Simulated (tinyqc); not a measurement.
Inside a calculation. Method: RKS/exchange-only LDA in the sto-6g basis, for LiH, spin multiplicity 1. One step of it, computed by the program tinyqc.

Problem. Orthogonalisation. S = U s U^T; symmetric (Loewdin) form X = U s^(-1/2) U^T, so that X^T S X = 1.

overlap S, lower triangle:
```
           1Li 1s    1Li 2s   1Li 2px   1Li 2py   1Li 2pz     2H 1s
1Li 1s   1.000000
1Li 2s   0.235742  1.000000
1Li 2px  0.000000  0.000000  1.000000
1Li 2py  0.000000  0.000000  0.000000  1.000000
1Li 2pz  0.000000  0.000000  0.000000  0.000000  1.000000
2H 1s    0.013765  0.232192  0.000000  0.000000  0.337951  1.000000
```

Give: eigenvalues of S; X.

Solution.

eigenvalues of S: 0.568  0.813  1.000  1.000  1.178  1.441

X, lower triangle:
```
         1Li 1s  1Li 2s  1Li 2px  1Li 2py  1Li 2pz  2H 1s
1Li 1s    1.022
1Li 2s   -0.126   1.046
1Li 2px   0.000   0.000    1.000
1Li 2py   0.000   0.000    0.000    1.000
1Li 2pz  -0.005   0.035    0.000    0.000    1.049
2H 1s     0.016  -0.134    0.000    0.000   -0.190  1.073
```
